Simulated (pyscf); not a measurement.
7 gas-phase steps of one pattern: hydrogen abstraction on the doublet surface, H–H broken and Ge–H or H–Si formed. PySCF, gas phase, ωB97X-D3(BJ)/def2-SVP geometries. Electronic energies in kcal/mol, from the separated reactants; ΔE‡ and ΔE at ωB97M-D3(BJ)/def2-TZVP. Rows were drawn at random from the steps of this pattern with a verified saddle, stable references and no exit in the data more than 5 kcal/mol lower.

| row | step | ΔE | ΔE‡ |
|---|---|---|---|
| 1 | HO–Si•(OH)–OH (SMILES O[Si](O)O) + H₂ (SMILES [H][H]) -> HO–SiH(OH)–OH (SMILES O[SiH](O)O) + H• (SMILES [H]) | +5.0 | 11.9 |
| 2 | HO–Si•(OH)–Cl (SMILES O[Si](O)Cl) + H₂ (SMILES [H][H]) → HO–SiH(OH)–Cl (SMILES O[SiH](O)Cl) + H• (SMILES [H]) | +6.6 | 13.9 |
| 3 | H₃C–Si•(Cl)–Cl (SMILES C[Si](Cl)Cl) + H₂ (SMILES [H][H]) → H₃C–SiH(Cl)–Cl (SMILES C[SiH](Cl)Cl) + H• (SMILES [H]) | +10.7 | ? |
| 4 | •H₂Si–Cl (SMILES [SiH2]Cl) + H₂ (SMILES [H][H]) → H₃Si–Cl (SMILES [SiH3]Cl) + H• (SMILES [H]) | +11.4 | 16.4 |
| 5 | •H₂Si–Br (SMILES [SiH2]Br) + H₂ (SMILES [H][H]) → H₃Si–Br (SMILES [SiH3]Br) + H• (SMILES [H]) | +12.3 | 17.0 |
| 6 | GeH₃• (SMILES [GeH3]) + H₂ (SMILES [H][H]) -> GeH₄ (SMILES [GeH4]) + H• (SMILES [H]) | +19.3 | 22.5 |
| 7 | HS–GeH₂• (SMILES [SH][GeH2]) + H₂ (SMILES [H][H]) -> HS–GeH₃ (SMILES [SH][GeH3]) + H• (SMILES [H]) | +22.7 | 25.4 |

**Question.** Fit ΔE‡ = a + b·ΔE to the other rows and predict row 3.

**Answer.** Over the 6 complete rows the means are +12.9 (ΔE) and 17.8 (ΔE‡); least squares gives b = 0.74 and a = 8.3 kcal/mol, with residuals of 0.4 kcal/mol (root mean square; largest 0.7, row 2). For row 3: 8.3 + 0.74 × (+10.7) = 16.2 kcal/mol. The computed barrier is 15.6 kcal/mol, 0.6 under the line. The line follows the complete rows closely. Each barrier is that of the saddle found. Elements up to Kr have no core potential and no relativistic terms here.
